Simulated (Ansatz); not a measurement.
H4NOSi (`N[SiH2][O]`) radical, relaxed with UKS PBE-D4/def2-SVP in Ansatz from a rough embedded geometry. The force threshold is 0.03 eV/Å; the program also tests the step.

Total charge 0; spin multiplicity 2.

Start:

```xyz
7

N    -0.468   -1.025    0.184
Si    0.138    0.606    0.096
O    -1.190    1.636   -0.164
H     0.436   -1.634    0.292
H    -0.847   -1.296   -0.775
H     1.122    0.751   -1.011
H     0.809    0.962    1.378
```

(1) How much energy does the relaxation release, and in how many steps? (An estimate is asked.)

(2) Which bonds change most? (Estimate.)

(3) Give the relaxed structure. (Estimate.)

## Answers

(1) The calculation gave: 39.70 kJ/mol, in 10 steps, 1 of them rejected.

(2) Ansatz gave: N1–H4 from 1.096 to 1.021 Å; Si2–H6 from 1.488 to 1.544 Å; Si2–O3 from 1.702 to 1.649 Å; N1–H5 from 1.066 to 1.022 Å.

(3) The calculation gave: 
```xyz
7

N    -0.254   -1.062   -0.005
Si    0.109    0.616    0.095
O    -1.064    1.727   -0.232
H     0.136   -1.751    0.639
H    -0.786   -1.483   -0.769
H     0.944    1.165   -1.083
H     0.916    0.788    1.355
```
